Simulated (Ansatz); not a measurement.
**AlO (sextet): the correlation ladder, 6-31G**

One table from this session's results is given with a row withheld; the runs are named, their logs left out.

Computed with Ansatz 0.2.0, Gaussian basis. Level: 6-31G, core rule «outside noble gas», up to 6 orbitals frozen.

Plan: UHF; CCSD(T) on ROHF; CCSD(T) on UHF; BCCD(T) on ROHF; CISD; CCSDT(Q) on ROHF; CCSDT(Q) on UHF; CISDTQ; CCSDTQ on ROHF; CCSDTQ on UHF; Full CI.

23 further runs of the same task are left out: 8 for a known fault of the program, 4 that didn't finish, 11 set aside as unsound or not needed.

## What is computed

The geometry is a PBE0/def2-TZVP stationary point (not a proven minimum) of the parent state, kept for this charge and spin.

2 atoms, charge 0, spin multiplicity 6.

Atoms are counted from 1 here; the program's logs count them from 0.

Bond lengths: Al1–O2 1.784 Å.

Geometry (Å):

```xyz
2
AlO
Al    0.0000    0.0000    0.0000
O     0.0000    0.0000    1.7841
```

Set-up of the first run:

The input, in.yaml:

```yaml
crystal:
  periodic: [false, false, false]
  atoms:
    - {symbol: Al, position_ang: [0.000000, 0.000000, 0.000000]}
    - {symbol: O, position_ang: [0.000000, 0.000000, 1.784100]}
basis:
  gaussian: {orbitals: 6-31G}
magnetization: {spin_polarized: true, initial_magnetization: 5}
hamiltonian: {xc: hf}
output: {orbitals: {seedname: orbitals}}
```

On the command line:

```sh
> ansatz run in.yaml --threads 1 --pin off --events-out ev --progress --plain --max-ram 2393MiB
```

Among the steps run: UHF; CCSD(T) on ROHF; CCSD(T) on UHF; BCCD(T) on ROHF; CISD; CCSDT(Q) on ROHF; CCSDT(Q) on UHF; CISDTQ; CCSDTQ on ROHF; CCSDTQ on UHF; Full CI.

One of the session's tables, all rows but one given; the rest of the session is left out.

| method | from FCI (meV) |
| --- | --- |
| ROHF | +1830.5 |
| UHF | ? |
| RMP2 | +326.4 |
| UMP2 | +304.7 |
| CISD | +49.2 |
| RCCSD | +22.2 |
| UCCSD | +20.1 |
| RCCSD(T) | +4.8 |
| UCCSD(T) | +3.2 |
| BCCD(T) | +5.0 |
| RCCSDT | +0.1 |
| UCCSDT | -1.5 |
| CISDTQ | +1.0 |
| RCCSDT(Q) | -0.2 |
| UCCSDT(Q) | -1.8 |
| RCCSDTQ | -0.2 |
| UCCSDTQ | -1.8 |
| FCI | 0 |

Q: Estimate the row for UHF from the others.

**Answer.** from FCI (meV): +1748.9. In the column «from FCI (meV)» it lies between RMP2 (+326.4) and ROHF (+1830.5).

Among the levels timed on like hardware and quicker than the yardstick, those that no quicker one beats, quickest first: CISD (1.9 s, +49.2 meV); RCCSD(T) (2.6 s, +4.8 meV); UCCSD(T) (2.8 s, +3.2 meV); UCCSDT(Q) (6.5 s, -1.8 meV); RCCSDT(Q) (7.5 s, -0.2 meV).

To keep in mind: The yardstick is full CI for this spin, exact in this basis with these frozen cores. Levels on UHF freeze UHF's core orbitals, full CI those of ROHF, so the U rows can settle a little off it for that reason alone. Restricted and unrestricted rows rest on different reference determinants; where their highest levels disagree by more than a few hundredths of an eV, they describe different states and don't form one ladder.
